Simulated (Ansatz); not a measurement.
# CH4BS radical: one species, many methods

Aim: compute CH4BS radical with functionals from several rungs and with coupled cluster. The yardstick is the atomisation energy at the CCSD(T) limit.

The runs use Ansatz 0.2.0, Gaussian basis; functionals in def2-TZVPP, the program's frozen cores in correlated methods.

Levels to be run: LDA (SPW92), PBE-D4, revPBE-D4, BLYP-D4, r2SCAN-D4, B97M-V, PBE0-D4, B3LYP-D4, r2SCANh-D4, r2SCAN0-D4, HSE06-D4, BHLYP-D4, CAM-B3LYP-D4, LC-ωPBE, ωB97X-V, ωB97M-V, B2PLYP, PBE-QIDH; CCSD(T)/def2-SVP; CCSD(T)/def2-TZVPP; MP2/def2-QZVPP; extrapolation to the limit; RPA on PBE.

## 1. The relaxed structure

All runs share one geometry, relaxed beforehand with PBE0-D4 in a triple-zeta def2 set.

SMILES `C[B]S`, 7 atoms, charge 0, spin multiplicity 2.

Atoms are counted from 1 here; the program's logs count them from 0.

Bond lengths: C1–B2 1.547 Å, C1–H4 1.095 Å, C1–H5 1.096 Å, C1–H6 1.095 Å, B2–S3 1.759 Å, S3–H7 1.346 Å. Angles: B2–C1–H4 109.7°, B2–C1–H5 114.7°, B2–C1–H6 109.7°, H4–C1–H5 108.3°, H4–C1–H6 105.7°, H5–C1–H6 108.3°, C1–B2–S3 128.0°, B2–S3–H7 99.1°.

Coordinates:

```xyz
7
charge 0, multiplicity 2
C    -0.8772    0.4545   -0.1603
B     0.2095   -0.5715    0.2409
S     1.9529   -0.4304    0.0534
H    -1.5798   -0.0074   -0.8621
H    -0.4929    1.3746   -0.6139
H    -1.4715    0.7263    0.7184
H     2.3203   -1.6140    0.5778
```

## 2. LDA

This LDA is Slater exchange with PW92 correlation.

The input, in.yaml:

```yaml
crystal:
  periodic: [false, false, false]
  atoms:
    - {symbol: C, position_ang: [-0.877229, 0.454453, -0.160317]}
    - {symbol: B, position_ang: [0.209515, -0.571511, 0.240879]}
    - {symbol: S, position_ang: [1.952861, -0.430440, 0.053414]}
    - {symbol: H, position_ang: [-1.579816, -0.007444, -0.862093]}
    - {symbol: H, position_ang: [-0.492903, 1.374611, -0.613947]}
    - {symbol: H, position_ang: [-1.471529, 0.726310, 0.718438]}
    - {symbol: H, position_ang: [2.320302, -1.613979, 0.577826]}
basis:
  gaussian: {orbitals: def2-TZVPP}
magnetization: {spin_polarized: true, initial_magnetization: 1}
hamiltonian: {xc: lda}
output: {orbitals: {seedname: orbitals}}
```

The runs that follow: PBE-D4 (GGA); revPBE-D4 (GGA); BLYP-D4 (GGA); r2SCAN-D4 (meta-GGA); B97M-V (meta-GGA); PBE0-D4 (hybrid); B3LYP-D4 (hybrid); r2SCANh-D4 (hybrid); r2SCAN0-D4 (hybrid); HSE06-D4 (hybrid); BHLYP-D4 (hybrid); CAM-B3LYP-D4 (range-separated); LC-ωPBE-D4 (range-separated); ωB97X-V (range-separated); ωB97M-V (range-separated); B2PLYP (double hybrid); PBE-QIDH (double hybrid); CCSD(T) in def2-SVP; CCSD(T) in def2-TZVPP; MP2 in def2-QZVPP; RPA on PBE orbitals.

Q: Predict the results of all the runs planned. Wanted: atomisation energy, CCSD(T)/CBS; farthest beyond LDA; mean size of error, GGA; mean size of error, meta-GGA; mean size of error, hybrid; mean size of error, range-separated; mean size of error, double hybrid; gap, smallest and largest; T1 diagnostic.

The runs gave:

| quantity | value |
| --- | --- |
| atomisation energy, CCSD(T)/CBS | 571.6 kcal/mol |
| functionals within 2.9 kcal/mol (0.5 %) | B2PLYP |
| farthest beyond LDA | PBE-D4 (+18.3 kcal/mol) |
| mean size of error, GGA | 9.0 kcal/mol |
| mean size of error, meta-GGA | 12.7 kcal/mol |
| mean size of error, hybrid | 8.8 kcal/mol |
| mean size of error, range-separated | 5.0 kcal/mol |
| mean size of error, double hybrid | 3.0 kcal/mol |
| gap, smallest and largest | 1.52 eV (LDA (SPW92)), 9.30 eV (LC-ωPBE) |
| T1 diagnostic | 0.0152 |
| triples share of the correlation energy | 4.1 % |

**Reading.** The LDA atomisation energy is off by 84.9 kcal/mol (15 %): it overbinds. PBE-D4 misses by +18.3 kcal/mol. Double hybrids carry the basis error of their MP2 part in triple zeta, and no dispersion term here, so their miss is partly the set-up's. By mean error the best rung here is double hybrid (3.0 kcal/mol) and the worst beyond LDA is meta-GGA (12.7 kcal/mol). The reference freezes the cores and leaves out relativity and excitations past (T), so misses under about 2.9 kcal/mol can't be ranked. Hartree-Fock recovers 77 % of the binding; the rest is correlation. CCSD(T) in def2-SVP is off by -25.1 kcal/mol, which most functionals beat. The gap grows from 1.5 to 9.3 eV across the functionals, mostly with the share of exact exchange.
